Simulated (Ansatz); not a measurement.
Two shapes of singlet HClO.

Shape 1:

```xyz
3

O     0.0000    0.7716   -0.6580
H     0.0000    1.4671   -0.1009
Cl    0.0000   -0.4494    0.3156
```

Shape 2:

```xyz
3

O     0.0000    0.9058   -0.7725
H     0.0000    1.7222   -0.1184
Cl    0.0000   -0.5276    0.3705
```

Basis set: cc-pVTZ (spherical functions). Left uncorrelated: 6 orbitals. Charge 0, multiplicity 1.

Computed with Ansatz (development build ahead of 0.2.0); each method stands on the lowest determinant of its kind that the runs found.

Which shape is lower in energy, and by how much in each method?

```csv
method,E(2) − E(1) (eV)
RHF,0.352
RHF-MP2,-0.133
```

The methods disagree on the order.
